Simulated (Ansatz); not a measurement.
Computed with Ansatz on PBE0-D4/def2-TZVP structures; ΔE is electronic, products minus reactants. CCSD(T)/CBS is the MP2 limit (def2-TZVPP, def2-QZVPP) plus CCSD(T) − MP2 in def2-TZVPP, frozen cores. DFT in def2-TZVPP.

Reaction (isomerisation): `ClC1=CCC1` → `CC1=C(Cl)C1`

```tsv
level	ΔE (kJ/mol)
PBE0-D4	93.9
ωB97X-V	95.8
r2SCAN	89.9
PBE0	92.7
CCSD(T)/def2-TZVPP	99.4
MP2/def2-QZVPP	96.3
SCS-MP2/def2-QZVPP	96.8
MP2/CBS(def2)	96.7
```

Question: What does CCSD(T)/CBS give? (Best estimate.)

Answer: Computed: +100.3 kJ/mol. The listed levels differ from it by -6.4, -4.5, -10.4, -7.6, -0.9, -4.0, -3.5, -3.6 kJ/mol.

Largest T1 diagnostic among the species: 0.010.

From PBE to PBE0 (25 % exact exchange), in def2-TZVPP and without D4, ΔE moves by +5.8 kJ/mol.

CCSD(T)/CBS has its own doubt, a few kJ/mol and more with outer-core shells, so smaller differences from it don't rank the levels.
